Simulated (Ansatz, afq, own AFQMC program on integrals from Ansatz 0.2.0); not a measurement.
# Atomization energy of C$_{2}$H$_{8}$ClNSi$_{2}$, singlet, worked out

```yaml
atoms:
  - { symbol: C, position_ang: [-1.6489, -0.8315, 1.2670] }
  - { symbol: C, position_ang: [-1.1704, -1.5796, 0.2658] }
  - { symbol: Si, position_ang: [0.0977, -0.9623, -0.9605] }
  - { symbol: N, position_ang: [0.3071, 0.7758, -0.8703] }
  - { symbol: Si, position_ang: [1.5272, 1.6929, -0.0737] }
  - { symbol: Cl, position_ang: [0.9612, 2.2806, 1.8469] }
  - { symbol: H, position_ang: [-2.3903, -1.2150, 1.9772] }
  - { symbol: H, position_ang: [-1.3102, 0.1984, 1.4290] }
  - { symbol: H, position_ang: [-1.5409, -2.6090, 0.1615] }
  - { symbol: H, position_ang: [-0.3346, -1.3357, -2.3434] }
  - { symbol: H, position_ang: [1.4383, -1.5680, -0.6974] }
  - { symbol: H, position_ang: [-0.4782, 1.3191, -1.2238] }
  - { symbol: H, position_ang: [2.7412, 0.8490, 0.0648] }
  - { symbol: H, position_ang: [1.7878, 2.9559, -0.8143] }
```

Basis def2-SVP. Noble-gas cores (and the filled d shells of Ga–Kr and In–Xe) are frozen. Integrals, coupled cluster, full CI and functionals: Ansatz 0.2.0; the random walks run on the same integrals in our own AFQMC program. ph-AFQMC/CISD is guided by a CISD state made of CCSD amplitudes; releasing the constraint for a short imaginary time cuts its bias at the price of noise, slowly where states lie close. Uncertainties: one standard error, sampling alone.

Total energies in eV. CBS is CCSD(T) at the limit of def2-TZVPP/QZVPP (MP2 extrapolated, CCSD(T) minus MP2 added); the highest rung of each member is named.

Cautions: C₂H₈ClNSi₂ (singlet): the released value is read at 0.63 1/Eh with a noise of 23 meV, more than in the cases checked, later times being too noisy (meV from the phaseless value at times in 1/Eh: -24 ± 24 at 0.21, -55 ± 19 at 0.42, -56 ± 23 at 0.63, -40 ± 33 at 0.90).

```csv
member,count,CCSD(T)/def2-SVP,highest rung in def2-SVP,which,CCSD(T)/CBS
C (triplet),+2,-1026.2885,-1026.2976,FCI,-1028.3711
Si (triplet),+2,-7859.0718,-7859.0829,FCI,-7862.5673
N (quartet),+1,-1480.8904,-1480.8953,FCI,-1483.9068
Cl (doublet),+1,-12502.1624,-12502.1710,FCI,-12509.3370
H (doublet),+8,-13.5861,-13.5861,FCI,-13.6059
"C₂H₈ClNSi₂, singlet",-1,-31911.6357,-31911.7602 ± 0.0231,released AFQMC,-31936.5807
```

**Question.** Work out the best estimate of the atomization energy: the CCSD(T)/CBS difference plus the step from CCSD(T) to the highest rung.

**Answer.** Sums with the counts: CCSD(T)/CBS 52.6129 eV, highest rung 49.2441 eV, CCSD(T)/def2-SVP 49.1735 eV. The step is 49.2441 − 49.1735 = 0.0706 eV, so the best estimate is 52.6129 + (0.0706) = 52.6835 eV, with sampling noise 0.023 eV. The basis set is worth 3.439 eV of it. Zero-point, core-correlation and spin–orbit terms aren't in it. Past Ne the Hartree–Fock part of each CBS total tends to overshoot, since the cores don't follow the formula; that largely cancels in the difference.

Best estimates are given only where the step beyond CCSD(T) is under 0.3 eV and no member's determinant is very poor (T1 over 0.05, or 0.07 for open shells, ⟨S²⟩ too high by 0.3, two states mixed), so the hardest cases are missing from such tables.

Each member of a difference takes its own highest rung, so a best estimate needn't equal the limit plus the step of one row. Released energies are given only where the last usable release times agree within the noise; a slower fall can still hide under it.
